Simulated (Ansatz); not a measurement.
Geometry optimisation, RKS BLYP-D4/def2-SVP in Ansatz.

input.yaml

```yaml
crystal:
  periodic: [false, false, false]
  atoms:
    - { symbol: Mg, position_ang: [0.0, -0.8623, 0.299] }
    - { symbol: S, position_ang: [-0.6277, 1.0588, -1.1543] }
    - { symbol: H, position_ang: [0.3377, -2.1835, 1.322] }
    - { symbol: H, position_ang: [0.3455, 1.9267, -0.487] }
basis:
  gaussian: { orbitals: def2-SVP }
hamiltonian:
  xc: blyp
  dispersion: d4
relax:
  f_tol: 0.02
  max_steps: 40
```

Run as:

```bash
$ ansatz run input.yaml --threads 1 --pin off --max-ram 2048MiB --backend cpu --events-out ev --progress --plain --runs-dir out
```

**Question.** Where does it end, and by what steps?

**Answer.** The run converged. After 3 steps the energy has fallen by 0.189 eV; H4 moved furthest, 0.10 Å.

| step | energy less start (eV) | largest force component (eV/Å) | accepted |
| --- | --- | --- | --- |
| 0 | 0.0000 | 1.454 | yes |
| 1 | -0.1759 | 0.516 | yes |
| 2 | -0.1889 | 0.027 | yes |
| 3 | -0.1889 | 0.002 | yes |

```xyz
4
Properties=species:S:1:pos:R:3
Mg -0.029 -0.788 0.283
S -0.578 1.012 -1.099
H 0.342 -2.115 1.269
H 0.321 1.830 -0.473
```

Whether the end is a true minimum wasn't checked by a vibrational analysis.

The run took 2.4 s on 1 CPU thread of a shared host.
